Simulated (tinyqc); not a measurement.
Worked calculation: UKS/exchange-only LDA in the sto-6g basis, for LiH+, spin multiplicity 2. One step of it, computed by the program tinyqc.

Task: Iteration 2: building the Kohn-Sham matrix. J_ij = sum D_kl (ij|kl) with D = D(alpha) + D(beta); F = H + J + V_xc; E = tr D H + tr D J / 2 + E_xc + E_nn.

D(alpha) after iteration 1:
```
            1Li 1s    1Li 2s   1Li 2px   1Li 2py   1Li 2pz      2H 1s
1Li 1s    0.970731  0.054959  0.000000  0.000000  0.000961  -0.025499
1Li 2s    0.054959  0.006871  0.000000  0.000000  0.004150   0.058535
1Li 2px   0.000000  0.000000  0.000000  0.000000  0.000000   0.000000
1Li 2py   0.000000  0.000000  0.000000  0.000000  0.000000   0.000000
1Li 2pz   0.000961  0.004150  0.000000  0.000000  0.004464   0.065325
2H 1s    -0.025499  0.058535  0.000000  0.000000  0.065325   0.957659
```

D(beta) after iteration 1:
```
            1Li 1s     1Li 2s   1Li 2px   1Li 2py    1Li 2pz      2H 1s
1Li 1s    0.974766   0.048457  0.000000  0.000000  -0.003575  -0.003437
1Li 2s    0.048457   0.002409  0.000000  0.000000  -0.000178  -0.000171
1Li 2px   0.000000   0.000000  0.000000  0.000000   0.000000   0.000000
1Li 2py   0.000000   0.000000  0.000000  0.000000   0.000000   0.000000
1Li 2pz  -0.003575  -0.000178  0.000000  0.000000   0.000013   0.000013
2H 1s    -0.003437  -0.000171  0.000000  0.000000   0.000013   0.000012
```

core Hamiltonian H = T + V (hartree):
```
            1Li 1s     1Li 2s    1Li 2px    1Li 2py    1Li 2pz      2H 1s
1Li 1s   -4.617969  -0.978587   0.000000   0.000000  -0.004370  -0.008819
1Li 2s   -0.978587  -1.260286   0.000000   0.000000  -0.049235  -0.137416
1Li 2px   0.000000   0.000000  -1.036585   0.000000   0.000000   0.000000
1Li 2py   0.000000   0.000000   0.000000  -1.036585   0.000000   0.000000
1Li 2pz  -0.004370  -0.049235   0.000000   0.000000  -1.067074  -0.208384
2H 1s    -0.008819  -0.137416   0.000000   0.000000  -0.208384  -0.973739
```

Two-electron integrals (ij|kl) in chemists' order, unique and non-zero (hartree):
```
(11|11) 1.681247   (21|11) 0.242603   (21|21) 0.044507   (22|11) 0.397190
(22|21) 0.090279   (22|22) 0.290625   (31|31) 0.009437   (32|31) 0.014261
(32|32) 0.064236   (33|11) 0.397190   (33|21) 0.090279   (33|22) 0.290625
(33|33) 0.313125   (41|41) 0.009437   (42|41) 0.014261   (42|42) 0.064236
(43|43) 0.016875   (44|11) 0.397190   (44|21) 0.090279   (44|22) 0.290625
(44|33) 0.279374   (44|44) 0.313125   (51|51) 0.009437   (52|51) 0.014261
(52|52) 0.064236   (53|53) 0.016875   (54|54) 0.016875   (55|11) 0.397190
(55|21) 0.090279   (55|22) 0.290625   (55|33) 0.279374   (55|44) 0.279374
(55|55) 0.313125   (61|11) 0.002048   (61|21) 0.000373   (61|22) 0.000786
(61|33) 0.000774   (61|44) 0.000774   (61|51) 0.000051   (61|52) 0.000111
(61|55) 0.000808   (61|61) 3.49e-06   (62|11) 0.023330   (62|21) 0.005473
(62|22) 0.021742   (62|33) 0.020532   (62|44) 0.020532   (62|51) 0.000729
(62|52) 0.006523   (62|55) 0.024161   (62|61) 0.000057   (62|62) 0.004807
(63|31) 0.000191   (63|32) 0.001292   (63|53) 0.000634   (63|63) 0.000146
(64|41) 0.000191   (64|42) 0.001292   (64|54) 0.000634   (64|64) 0.000146
(65|11) 0.035026   (65|21) 0.008238   (65|22) 0.033170   (65|33) 0.031163
(65|44) 0.031163   (65|51) 0.001148   (65|52) 0.010353   (65|55) 0.037184
(65|61) 0.000087   (65|62) 0.007723   (65|65) 0.012431   (66|11) 0.167566
(66|21) 0.039502   (66|22) 0.166295   (66|33) 0.156573   (66|44) 0.156573
(66|51) 0.004369   (66|52) 0.048438   (66|55) 0.185736   (66|61) 0.000405
(66|62) 0.052920   (66|65) 0.086386   (66|66) 0.774999
```

nuclear repulsion = 0.50270159 hartree

V_xc(alpha) (hartree):
```
            1Li 1s     1Li 2s    1Li 2px    1Li 2py    1Li 2pz      2H 1s
1Li 1s   -0.955128  -0.103864   0.000000   0.000000  -0.000417  -0.000883
1Li 2s   -0.103864  -0.079944   0.000000   0.000000  -0.015065  -0.024363
1Li 2px   0.000000   0.000000  -0.074793   0.000000   0.000000   0.000000
1Li 2py   0.000000   0.000000   0.000000  -0.074793   0.000000   0.000000
1Li 2pz  -0.000417  -0.015065   0.000000   0.000000  -0.089930  -0.040317
2H 1s    -0.000883  -0.024363   0.000000   0.000000  -0.040317  -0.437427
```

V_xc(beta) (hartree):
```
            1Li 1s     1Li 2s    1Li 2px    1Li 2py    1Li 2pz      2H 1s
1Li 1s   -0.955857  -0.103409   0.000000   0.000000   0.000122  -0.000863
1Li 2s   -0.103409  -0.065935   0.000000   0.000000   0.000893  -0.001486
1Li 2px   0.000000   0.000000  -0.065840   0.000000   0.000000   0.000000
1Li 2py   0.000000   0.000000   0.000000  -0.065840   0.000000   0.000000
1Li 2pz   0.000122   0.000893   0.000000   0.000000  -0.065725  -0.001956
2H 1s    -0.000863  -0.001486   0.000000   0.000000  -0.001956  -0.007499
```

E_xc = sum of w rho eps_xc = -1.73141977 hartree

Give: Coulomb J; F(alpha); F(beta); total energy of this density.

Result:

Coulomb J (hartree):
```
         1Li 1s  1Li 2s  1Li 2px  1Li 2py  1Li 2pz  2H 1s
1Li 1s    3.494   0.522    0.000    0.000    0.004  0.004
1Li 2s    0.522   0.961    0.000    0.000    0.049  0.099
1Li 2px   0.000   0.000    0.952    0.000    0.000  0.000
1Li 2py   0.000   0.000    0.000    0.952    0.000  0.000
1Li 2pz   0.004   0.049    0.000    0.000    0.981  0.156
2H 1s     0.004   0.099    0.000    0.000    0.156  1.097
```

F(alpha) (hartree):
```
         1Li 1s  1Li 2s  1Li 2px  1Li 2py  1Li 2pz   2H 1s
1Li 1s   -2.079  -0.560    0.000    0.000    0.000  -0.005
1Li 2s   -0.560  -0.379    0.000    0.000   -0.015  -0.063
1Li 2px   0.000   0.000   -0.160    0.000    0.000   0.000
1Li 2py   0.000   0.000    0.000   -0.160    0.000   0.000
1Li 2pz   0.000  -0.015    0.000    0.000   -0.176  -0.093
2H 1s    -0.005  -0.063    0.000    0.000   -0.093  -0.315
```

F(beta) (hartree):
```
         1Li 1s  1Li 2s  1Li 2px  1Li 2py  1Li 2pz   2H 1s
1Li 1s   -2.080  -0.560    0.000    0.000    0.000  -0.005
1Li 2s   -0.560  -0.365    0.000    0.000    0.001  -0.040
1Li 2px   0.000   0.000   -0.151    0.000    0.000   0.000
1Li 2py   0.000   0.000    0.000   -0.151    0.000   0.000
1Li 2pz   0.000   0.001    0.000    0.000   -0.152  -0.055
2H 1s    -0.005  -0.040    0.000    0.000   -0.055   0.115
```

total energy of this density = -7.40685 hartree
